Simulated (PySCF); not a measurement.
# C3H7OP: core ionisation energies

Species: C₃H₇OP.
Atom-mapped SMILES: `[CH2:1]=[CH:2][PH:3][CH2:4][OH:5]`

Level of theory: PySCF 2.14.0, delta-SCF UKS SCAN, pcX-2 on the ionised atom, pcseg-1 elsewhere, spin-free X2C. Binding energies are ΔSCF values: E(core-ionised, relaxed orbitals) − E(ground state) at a fixed geometry, referred to the vacuum level.

What binding energy does each computed site have?

```tsv
atom(s)	bonded to	level	binding energy (eV)	2p1/2 (eV)	above the level's lowest (eV)	count
P3	2 C and H	P 1s	2149.83	–	0.00	1
O5	C and H	O 1s	538.84	–	0.00	1
C4	O, 2 H and P	C 1s	291.97	–	+1.93	1
C2	C (double bond), H and P	C 1s	290.37	–	+0.33	1
C1	C (double bond) and 2 H	C 1s	290.04	–	0.00	1
P3	2 C and H	P 2p3/2	136.26	137.16	0.00	1
```

Lowest listed C 1s: C1, bonded to C (double bond) and 2 H. Highest, 1.93 eV above it: C4, bonded to O, 2 H and P.

Which effective nuclear charge Zeff reproduces each element's mean 1s value in the hydrogen-like formula E = 13.606 eV × Zeff²?

C (Z = 6): mean 290.8 eV, Zeff = 4.62, Z − Zeff = 1.38; O (Z = 8): mean 538.8 eV, Zeff = 6.29, Z − Zeff = 1.71; P (Z = 15): mean 2149.8 eV, Zeff = 12.57, Z − Zeff = 2.43. Means run over the listed sites, weighted by atom count.

Which photon energy gives electrons from C 1s of C4 a kinetic energy of 150 eV, and what is their de Broglie wavelength?

hν = 291.97 + 150 = 441.97 eV, recoil neglected; λ = 12.264 Å/√(E/eV) = 1.00 Å.

Spin–orbit and ligand-field terms were added within each 2p shell after the spin-free SCF. 2p1/2 minus 2p3/2 (ligand field included): P 0.89 eV. Geometry: GFN2-xTB, one conformer, isolated molecule.

The run took 34 s of wall time on one thread, Arm Neoverse V2, on a shared host.

Conformer computed: `[CH2:1]=[CH:2][PH:3][CH2:4][OH:5]`: C1–C2–P3–C4 -127°, C2–P3–C4–O5 -74°, H–O5–C4–P3 -63°.
